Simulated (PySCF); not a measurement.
Worked example: SbH2, doublet against SbH$_{2}$⁻, singlet

Geometry (PBE0/def2-TZVPD stationary point of a singlet), kept for both states (SbH2⁻, singlet: A1; SbH2, doublet: B1):

```xyz
3

Sb    0.0000   -0.0198    0.0000
H     0.0000    1.1955    1.2291
H     0.0000    1.1955   -1.2291
```

Basis def2-SVPD with its core potentials; PySCF 2.14.0. Correlated methods freeze the noble-gas cores and the filled d shells of p-block atoms. R marks a restricted (for open shells ROHF) determinant. No spin–orbit coupling is included; scalar relativity enters through the core potentials alone.

Full CI isn't at hand for all of this; RCCSDT serves as the reference. It lacks quadruple excitations.

The highest occupied Kohn–Sham level of the anion is positive, up to +2.07 eV, so in those functionals the extra electron is held by the basis alone, which enters their differences from the reference.

```
   level  E(SbH2⁻, singlet) (hartree)  E(SbH2, doublet) (hartree)
RCCSD(T)                  -240.541726                 -240.512746
     PBE                  -241.432139                 -241.397588
 wB97M-V                  -241.394280                 -241.359014
  RCCSDT                  -240.542423                 -240.513390
```

Q: Give the vertical gap, SbH2 doublet less SbH2⁻ singlet, at each level in eV (1 hartree = 27.2114 eV), and each error against RCCSDT.

A: RCCSDT: (-240.513390 − (-240.542423)) × 27.2114 = 0.790 eV (the reference)
wB97M-V: (-241.359014 − (-241.394280)) × 27.2114 = 0.960 eV, error 0.170 eV
PBE: (-241.397588 − (-241.432139)) × 27.2114 = 0.940 eV, error 0.150 eV
RCCSD(T): (-240.512746 − (-240.541726)) × 27.2114 = 0.789 eV, error -0.001 eV

Total energies of functionals can't be set beside those of wave-function methods, since they hold the core's correlation and their own absolute errors; only the differences compare.

In so small a basis the reference is far from its limit while semilocal and hybrid functionals are nearer theirs, so the functionals' errors here hold much of the reference's basis and frozen-core error, which can add to them or hide them.

Each level lands on the state that its own search finds. T1 diagnostics of restricted CCSD: 0.014 and 0.020.
